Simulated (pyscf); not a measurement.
O=Cr(=O)(Cl)–Cl (SMILES [O]=[Cr](=[O])([Cl])[Cl]) + H₂ (SMILES [H][H]) → O=Cr(OH)–Cl (SMILES [O]=[Cr]([OH])[Cl]) [singlet] + HCl (SMILES Cl) (concerted two-bond exchange; singlet surface; Cl–Cr, H–H broken, H–O, Cl–H formed). Single points on ωB97X-D3(BJ)/def2-SVP structures (PySCF, gas phase). Energies in kJ/mol from the separated reactants.

```json
[
 {"level": "PBE/def2-TZVP", "barrier": "176.2", "reaction energy": "+90.6"},
 {"level": "r²SCAN/def2-TZVP", "barrier": "185.2", "reaction energy": "+77.0"},
 {"level": "PBE0-D3(BJ)/def2-TZVP", "barrier": "176.9", "reaction energy": "-14.8"},
 {"level": "M06-2X/def2-TZVP", "barrier": "196.1", "reaction energy": "-145.5"},
 {"level": "ωB97M-D3(BJ)/def2-TZVP", "barrier": "?", "reaction energy": "?"},
 {"level": "HF/def2-TZVP", "barrier": "?", "reaction energy": "-441.8"}
]
```

Task: Fill in the missing entries.

Result: 
- ωB97M-D3(BJ)/def2-TZVP, barrier: 187.8
- ωB97M-D3(BJ)/def2-TZVP, reaction energy: -75.8
- HF/def2-TZVP, barrier: 235.8

The functionals in the table span 19.9 kJ/mol in this barrier, from PBE to M06-2X. On the product side the descent ends in an adduct with a Cl–Cr contact (not fully relaxed), 45.7 kJ/mol under the separated species and 278.5 kJ/mol under the saddle at ωB97X-D3(BJ)/def2-TZVP. What is counted as broken (Cl–Cr) persists as a longer contact in the product adduct; parting that adduct is a step of its own. At the saddle there is also a short Cr–H, Cr–H contact that neither side keeps. O=Cr(OH)–Cl [singlet] is an excited spin state, 82.9 kJ/mol over the triplet at ωB97X-D3(BJ). One saddle was located; it need not be the lowest between these sides. A restricted singlet here is unstable towards spin polarisation, as is usual where a triplet lies low; its energy is less safe.
